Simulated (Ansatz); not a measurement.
Correlation energies of C3H3FS, SMILES `FCC=C=S` by basis set

| atom | x (Å) | y (Å) | z (Å) |
| --- | --- | --- | --- |
| F1 | 1.913 | -0.083 | -0.559 |
| C2 | 0.734 | 0.588 | -0.275 |
| C3 | -0.430 | -0.343 | -0.330 |
| C4 | -1.083 | -0.710 | 0.741 |
| S5 | -1.856 | -1.118 | 2.019 |
| H6 | 0.629 | 1.379 | -1.023 |
| H7 | 0.830 | 1.035 | 0.716 |
| H8 | -0.737 | -0.748 | -1.290 |

The species carries charge 0 and has multiplicity 1. All single points use the PBE0-D4/def2-TZVP geometry. It is one conformer, not always the lowest. Frozen core, restricted reference, Ansatz. CBS rows extrapolate triple and quadruple zeta; past MP2 they add the triple-zeta difference.

```
     basis     HF (Eh)  MP2 corr.  CCSD corr.    (T)  CCSD(T) total
  def2-SVP  -611.96340          ?    -0.73770      ?              ?
def2-TZVPP  -612.35947   -0.89163    -0.91944      ?              ?
def2-QZVPP  -612.37971   -0.96094           –      –              –
 CBS(def2)  -612.38249          ?    -1.04007  as TZ              ?
```

Q: Fill in the withheld values. (Estimate.)

A: Ansatz gave: def2-SVP MP2 corr.: -0.70186; def2-SVP (T): -0.02647; def2-SVP CCSD(T) total: -612.72757; def2-TZVPP (T): -0.04343; def2-TZVPP CCSD(T) total: -613.32234; CBS(def2) MP2 corr.: -1.01227; CBS(def2) CCSD(T) total: -613.46599.
